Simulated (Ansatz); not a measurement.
```yaml
crystal:
  periodic: [false, false, false]
  atoms:
    - {symbol: B, position_ang: [0.000000, 0.000000, -1.894973]}
    - {symbol: Si, position_ang: [0.000000, 0.000000, -0.081062]}
    - {symbol: P, position_ang: [0.000000, 0.000000, 1.976035]}
basis:
  gaussian: {orbitals: def2-TZVP}
magnetization: {spin_polarized: true, initial_magnetization: 2}
hamiltonian: {xc: pbe0}
relax: {f_tol: 0.004, max_steps: 80}
```

```sh
$ ansatz run in.yaml --threads 1 --pin off --events-out ev --progress --plain --max-ram 2176MiB
```

Steps of the relaxation (energy above the last step; positions in Å, forces in eV/Å):

```
3
step 1, 42.6 meV
B     0.000    0.000   -1.895    0.000    0.000   -0.865
Si    0.000    0.000   -0.081    0.000    0.000    1.750
P     0.000    0.000    1.976    0.000    0.000   -0.885
```

```
3
step 2, 6.7 meV
B     0.000    0.000   -1.893    0.000    0.000   -0.516
Si    0.000    0.000   -0.058    0.000    0.000    0.514
P     0.000    0.000    1.951    0.000    0.000    0.002
```

```
3
step 3, 0.1 meV
B     0.000    0.000   -1.912    0.000    0.000    0.046
Si    0.000    0.000   -0.048    0.000    0.000    0.004
P     0.000    0.000    1.960    0.000    0.000   -0.050
```

```
3
step 5, 0.0 meV
B     0.000    0.000   -1.910    0.000    0.000    0.000
Si    0.000    0.000   -0.048    0.000    0.000    0.000
P     0.000    0.000    1.958    0.000    0.000    0.000
```

Close pairs at the end: B1–Si2 1.861 Å, Si2–P3 2.006 Å.

A stationary point of unrestricted PBE0 after 5 steps, with ⟨S²⟩ = 2.362 against 2.00 for a pure state; no frequencies were run, so it isn't proven a minimum. 27 s on 1 thread of AMD EPYC 9R45, shared host.
